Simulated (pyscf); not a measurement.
# Four-centre exchange: H₂C=S (SMILES C=S) + H₂S (SMILES S) → S=CH–SH (SMILES S=CS) + H₂ (SMILES [H][H])

Gas phase, singlet surface, charge 0. Bonds broken: C1–H3, S5–H6. Bonds formed: C1–S5, H3–H6. Structures and frequencies: ωB97X-D3(BJ)/def2-SVP in PySCF.

Transition state (Å):

```xyz
7

C     -1.0996     0.0910     0.0417
S     -1.1997    -0.6113     1.5521
H     -1.5826    -0.6869    -0.8620
H     -1.6472     0.9933    -0.2757
S      0.6842     0.4373    -0.7201
H     -0.6864    -0.5139    -1.2008
H      1.1970    -0.6211    -0.0613
```

One imaginary mode, 1425i cm⁻¹; descent along it reached the two sides named.

```
bond   change  reactant side (Å)  saddle  product side
-----  ------  -----------------  ------  ------------
C1–H3  breaks              1.102   1.287           3.5
S5–H6  breaks              1.346   1.736           3.8
C1–S5   forms                3.7   1.970         1.731
H3–H6   forms                3.5   0.974         0.762
```

Electronic energies relative to the separated reactants (kcal/mol):

```
level                   barrier  reaction energy  reverse barrier
----------------------  -------  ---------------  ---------------
ωB97X-D3(BJ)/def2-TZVP     65.2             +3.9             61.3
PBE/def2-TZVP              52.3             +0.5             51.8
r²SCAN/def2-TZVP           55.4             +0.5             54.9
B3LYP-D3(BJ)/def2-TZVP     62.7             +2.8             59.9
PBE0-D3(BJ)/def2-TZVP      56.6             +2.5             54.1
M06-2X/def2-TZVP           63.8             +3.5             60.4
ωB97M-D3(BJ)/def2-TZVP     66.1             +5.9             60.2
HF/def2-TZVP               89.9            +12.9             76.9
```

With ωB97M-D3(BJ)/def2-TZVP energies and thermal terms (ideal gas, 1 atm, RRHO with modes under 100 cm⁻¹ raised to 100, one conformer, R ln 2 for chiral ones without a mode under 150 cm⁻¹), in kcal/mol:

```json
[
 {"T (K)": "298", "ΔH‡": "64.5", "ΔG‡": "74.8", "ΔH": "+3.7", "ΔG": "+6.0"},
 {"T (K)": "600", "ΔH‡": "64.7", "ΔG‡": "85.2", "ΔH": "+4.8", "ΔG": "+7.9"},
 {"T (K)": "900", "ΔH‡": "65.5", "ΔG‡": "95.3", "ΔH": "+5.7", "ΔG": "+9.2"},
 {"T (K)": "1200", "ΔH‡": "66.4", "ΔG‡": "105.1", "ΔH": "+6.4", "ΔG": "+10.3"}
]
```

The same reactants have a lower exit, to HS–CH₂–SH (barrier +26.7 kcal/mol at ωB97M-D3(BJ)/def2-TZVP, against +66.1 kcal/mol here). One saddle was located; it need not be the lowest between these sides.
